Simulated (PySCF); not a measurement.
From results back to the method.

Compound: C₆H₆.
Atom-mapped SMILES: `[CH:1]#[C:2]/[CH:3]=[CH:4]\[CH:5]=[CH2:6]` (hydrogens: H7 on C1; H8 on C3; H9 on C4; H10 on C5; H11, H12 on C6)

The closed-shell ground state was solved 6 times with PySCF (density fitting, gas phase), always in the pcJ-1 basis (222 functions), with these functionals: B97-2, BHandHLYP, CAM-B3LYP, HF, KT2 and PBE0. Isolated species at its PBE0-D3(BJ)/def2-SVP geometry (one conformer only).

| row | total energy (Eh) | HOMO (eV) | LUMO (eV) | dipole (D) |
| --- | --- | --- | --- | --- |
| P | -236.3816 | -5.61 | -2.38 | 0.53 |
| Q | -231.8565 | -6.58 | -1.59 | 0.58 |
| R | -232.0642 | -6.34 | -1.62 | 0.58 |
| S | -232.0105 | -7.73 | -0.49 | 0.58 |
| T | -230.5938 | -8.48 | 2.07 | 0.74 |
| U | -231.9952 | -7.34 | -0.54 | 0.63 |

Task: Which functional belongs to which row?

Result: P = KT2, Q = PBE0, R = B97-2, S = CAM-B3LYP, T = HF, U = BHandHLYP. By rising HOMO–LUMO gap: KT2 (GGA) 3.23 eV; B97-2 (global hybrid, 21 % exact exchange) 4.72 eV; PBE0 (global hybrid, 25 % exact exchange) 4.99 eV; BHandHLYP (global hybrid, 50 % exact exchange) 6.80 eV; CAM-B3LYP (range-separated hybrid) 7.24 eV; HF (all exact exchange) 10.55 eV. Total energies of different functionals aren't bounds to one another; each is stationary for its own functional.

Conformer computed: `[CH:1]#[C:2]/[CH:3]=[CH:4]\[CH:5]=[CH2:6]`: C3–C4–C5–C6 180°.
